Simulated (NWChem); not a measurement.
The numbers come from NWChem runs, not from measurements. System: Be (+1), charge 1, spin multiplicity 2. Its SCF solution wasn't tested for a lower state. Level: ROCCSD(T)/def2-TZVP, 1 core orbitals frozen.

NWChem printed:

```
             Northwest Computational Chemistry Package (NWChem) 7.3.0
             --------------------------------------------------------

                                NWChem Input Module
                                -------------------

 Scaling coordinates for geometry "geometry" by  1.889725989
 (inverse scale =  0.529177249)

                             Geometry "geometry" -> ""
                             -------------------------

 Output coordinates in angstroms (scale by  1.889725989 to convert to a.u.)

  No.       Tag          Charge          X              Y              Z
 ---- ---------------- ---------- -------------- -------------- --------------
    1 Be                   4.0000     0.00000000     0.00000000     0.00000000

 Effective nuclear repulsion energy (a.u.)       0.0000000000

            Nuclear Dipole moment (a.u.)
            ----------------------------
        X                 Y               Z
 ---------------- ---------------- ----------------
     0.0000000000     0.0000000000     0.0000000000

      Symmetry information
      --------------------

 Group name             D2h
 Group number             26
 Group order               8
 No. of unique centers     1

      Symmetry unique atoms

     1


 Summary of "ao basis" -> "" (spherical)
 ------------------------------------------------------------------------------
       Tag                 Description            Shells   Functions and Types
 ---------------- ------------------------------  ------  ---------------------
 *                         def2-tzvp                  on all atoms

 Summary of "ao basis" -> "ao basis" (spherical)
 ------------------------------------------------------------------------------
       Tag                 Description            Shells   Functions and Types
 ---------------- ------------------------------  ------  ---------------------
 Be                        def2-tzvp                 9       19   5s3p1d

                                 NWChem SCF Module
                                 -----------------

  ao basis        = "ao basis"
  functions       =    19
  atoms           =     1
  closed shells   =     1
  open shells     =     1
  charge          =   1.00
  wavefunction    = ROHF
  use symmetry    = T
  symmetry adapt  = T

 Summary of "ao basis" -> "ao basis" (spherical)
 ------------------------------------------------------------------------------
       Tag                 Description            Shells   Functions and Types
 ---------------- ------------------------------  ------  ---------------------
 Be                        def2-tzvp                 9       19   5s3p1d

      Symmetry analysis of basis
      --------------------------

        ag          7
        au          0
        b1g         1
        b1u         3
        b2g         1
        b2u         3
        b3g         1
        b3u         3

 Forming initial guess at       0.0s

      Symmetry analysis of molecular orbitals - initial
      -------------------------------------------------

  Numbering of irreducible representations:

     1 ag          2 au          3 b1g         4 b1u         5 b2g
     6 b2u         7 b3g         8 b3u

  Orbital symmetries:

     1 ag          2 ag          3 b3u         4 b2u         5 b1u
     6 ag          7 b3u         8 b2u         9 b1u        10 b3g
    11 b1g        12 b2g

 Starting SCF solution at       0.0s

 ----------------------------------------------
         Quadratically convergent ROHF

 Convergence threshold     :          1.000E-07
 Maximum no. of iterations :          100
 Final Fock-matrix accuracy:          1.000E-09
 ----------------------------------------------

              iter       energy          gnorm     gmax       time
             ----- ------------------- --------- --------- --------
                 1      -14.2764686584  1.21D-01  8.14D-02      0.0
                 2      -14.2769802274  4.59D-03  3.45D-03      0.0
                 3      -14.2769872422  5.27D-06  3.10D-06      0.0
                 4      -14.2769872422  7.35D-09  4.11D-09      0.0

       Final ROHF results
       ------------------

         Total SCF energy =    -14.276987242202
[...]
      Two-electron energy =      3.333414958214
 Nuclear repulsion energy =      0.000000000000

        Time for solution =      0.0s

       Symmetry analysis of molecular orbitals - final
       -----------------------------------------------

  Numbering of irreducible representations:

     1 ag          2 au          3 b1g         4 b1u         5 b2g
     6 b2u         7 b3g         8 b3u

  Orbital symmetries:

     1 ag          2 ag          3 b2u         4 b3u         5 b1u
     6 ag          7 b2u         8 b3u         9 b1u        10 b3g
    11 b1g        12 b2g

             Final eigenvalues
             -----------------

              1
    1   -5.1388
    2   -0.4678
    3   -0.1920
    4   -0.1920
    5   -0.1920
    6   -0.0823
    7    0.0733
    8    0.0733
    9    0.0733
   10    0.2225
   11    0.2225
   12    0.2225

                       ROHF Final Molecular Orbital Analysis
                       -------------------------------------

 Vector    2  Occ=1.000000D+00  E=-4.678386D-01  Symmetry=ag
              MO Center=  2.2D-25,  4.4D-28,  2.2D-28, r^2= 1.7D+00
   Bfn.  Coefficient  Atom+Function         Bfn.  Coefficient  Atom+Function
  ----- ------------  ---------------      ----- ------------  ---------------
     3      0.724996  1 Be s                  4      0.384139  1 Be s
     2     -0.245603  1 Be s

 Vector    3  Occ=0.000000D+00  E=-1.919744D-01  Symmetry=b2u
              MO Center=  4.4D-33, -5.3D-27,  1.7D-33, r^2= 3.2D+00
   Bfn.  Coefficient  Atom+Function         Bfn.  Coefficient  Atom+Function
  ----- ------------  ---------------      ----- ------------  ---------------
    13     -0.564532  1 Be py                 7      0.549225  1 Be py

 Vector    4  Occ=0.000000D+00  E=-1.919744D-01  Symmetry=b3u
              MO Center= -2.7D-24,  5.0D-35,  2.3D-34, r^2= 3.2D+00
   Bfn.  Coefficient  Atom+Function         Bfn.  Coefficient  Atom+Function
  ----- ------------  ---------------      ----- ------------  ---------------
    12     -0.564532  1 Be px                 6      0.549225  1 Be px

 Vector    5  Occ=0.000000D+00  E=-1.919744D-01  Symmetry=b1u
              MO Center=  9.5D-34, -1.8D-34, -2.7D-27, r^2= 3.2D+00
   Bfn.  Coefficient  Atom+Function         Bfn.  Coefficient  Atom+Function
  ----- ------------  ---------------      ----- ------------  ---------------
    14     -0.564532  1 Be pz                 8      0.549225  1 Be pz

 center of mass
 --------------
 x =   0.00000000 y =   0.00000000 z =   0.00000000

 moments of inertia (a.u.)
 ------------------
           0.000000000000           0.000000000000           0.000000000000
           0.000000000000           0.000000000000           0.000000000000
           0.000000000000           0.000000000000           0.000000000000

  Mulliken analysis of the total density
  --------------------------------------

    Atom       Charge   Shell Charges
 -----------   ------   -------------------------------------------------------
    1 Be   4     3.00   1.02  0.96  0.67  0.35 -0.00  0.00  0.00  0.00  0.00

 Mulliken analysis of the open-shell density
 -------------------------------------------

    Atom       Charge   Shell Charges
 -----------   ------   -------------------------------------------------------
    1 Be   4     1.00   0.02 -0.03  0.66  0.36 -0.00  0.00  0.00  0.00  0.00

       Multipole analysis of the density wrt the origin
       ------------------------------------------------

     L   x y z        total         open         nuclear
     -   - - -        -----         ----         -------
     0   0 0 0      1.000000     -1.000000      4.000000

     1   1 0 0     -0.000000     -0.000000      0.000000
     1   0 1 0     -0.000000     -0.000000      0.000000
     1   0 0 1     -0.000000     -0.000000      0.000000

     2   2 0 0     -2.186765     -2.031368      0.000000
     2   1 1 0      0.000000      0.000000      0.000000
     2   1 0 1      0.000000      0.000000      0.000000
     2   0 2 0     -2.186765     -2.031368      0.000000
     2   0 1 1      0.000000      0.000000      0.000000
     2   0 0 2     -2.186765     -2.031368      0.000000

                   NWChem Extensible Many-Electron Theory Module
                   ---------------------------------------------


            General Information
            -------------------
      Number of processors :     1
         Wavefunction type : Restricted open-shell Hartree-Fock
          No. of electrons :     3
           Alpha electrons :     2
            Beta electrons :     1
           No. of orbitals :    38
            Alpha orbitals :    19
             Beta orbitals :    19
        Alpha frozen cores :     1
         Beta frozen cores :     1
     Alpha frozen virtuals :     0
      Beta frozen virtuals :     0
         Spin multiplicity : doublet
    Number of AO functions :    19
       Number of AO shells :     9
        Use of symmetry is : on
      Symmetry adaption is : on
         Schwarz screening : 0.10D-09

          Correlation Information
          -----------------------
          Calculation type : Coupled-cluster singles & doubles w/ perturbation
   Perturbative correction : (T)
            Max iterations :      100
        Residual threshold : 0.10D-05
     T(0) DIIS level shift : 0.00D+00
     L(0) DIIS level shift : 0.00D+00
     T(1) DIIS level shift : 0.00D+00
     L(1) DIIS level shift : 0.00D+00
     T(R) DIIS level shift : 0.00D+00
     T(I) DIIS level shift : 0.00D+00
   CC-T/L Amplitude update :  5-th order DIIS
                I/O scheme : Global Array Library
        L-threshold :  0.10D-05
        EOM-threshold :  0.10D-05
 no EOMCCSD initial starts read in
 TCE RESTART OPTIONS
 SLICE:      F
 D4D5:       F
 quantumc:   F
 qrotation:  F
 pwtce:      F
 qducc:      F
 nacto:                         0
 nrotv:                         0
 nrot:                          0

            Memory Information
            ------------------
          Available GA space size is     249036078 doubles
          Available MA space size is     104856028 doubles

 Maximum block size supplied by input
 Maximum block size        24 doubles

 tile_dim =      5

 -------------------------------------------------

 Global array virtual files algorithm will be used

 Parallel file system coherency ......... OK

 4-electron integrals stored in orbital form

 v2    file size   =             4151
 4-index algorithm nr.  13 is used
 imaxsize =       30
 imaxsize ichop =        0


CCSD iterations
 ---------------------------------------------------------
 Iter          Residuum       Correlation     Cpu    Wall
 ---------------------------------------------------------
    1   0.0000000001381  -0.0000000000000     0.0     0.0
 -----------------------------------------------------------------
 Iterations converged
 CCSD correlation energy / hartree =        -0.000000000000000
 CCSD total energy / hartree       =       -14.276987242202177

 Singles contributions

 Doubles contributions
 CCSD(T)
 Using plain CCSD(T) code
             total no. of tasks           11
 total no. of tasks / no. procs           11
                         wl_min            1           1.0
                         wl_max          125           2.2
        thresh for no. of tasks           11

 CCSD[T]  correction energy / hartree =         0.000000000000000
 CCSD[T] correlation energy / hartree =        -0.000000000000000
 CCSD[T] total energy / hartree       =       -14.276987242202177
 CCSD(T)  correction energy / hartree =         0.000000000000000
 CCSD(T) correlation energy / hartree =        -0.000000000000000
 CCSD(T) total energy / hartree       =       -14.276987242202177

 Task  times  cpu:        0.1s     wall:        0.1s

 Total times  cpu:        0.1s     wall:        0.1s
```

Problem. Write an NWChem input that would produce this output.

Solution. This is not unique; one that fits is 
```
start mol
memory heap 100 mb stack 700 mb global 1900 mb
charge 1
geometry units angstroms nocenter noautoz
  Be     0.000000     0.000000     0.000000
  symmetry group D2h
end
basis spherical
  * library def2-tzvp
end
scf
  rohf
  nopen 1
  maxiter 100
  thresh 1e-7
  semidirect memsize 60000000 filesize 0
  # guess.movecs holds the orbitals of an unrestricted PBE0 run
  vectors input guess.movecs output mol.movecs
end
tce
  freeze core 1
  ccsd(t)
  2eorb
  2emet 13
  thresh 1e-6
  maxiter 100
  tilesize 24
end
task tce energy
```
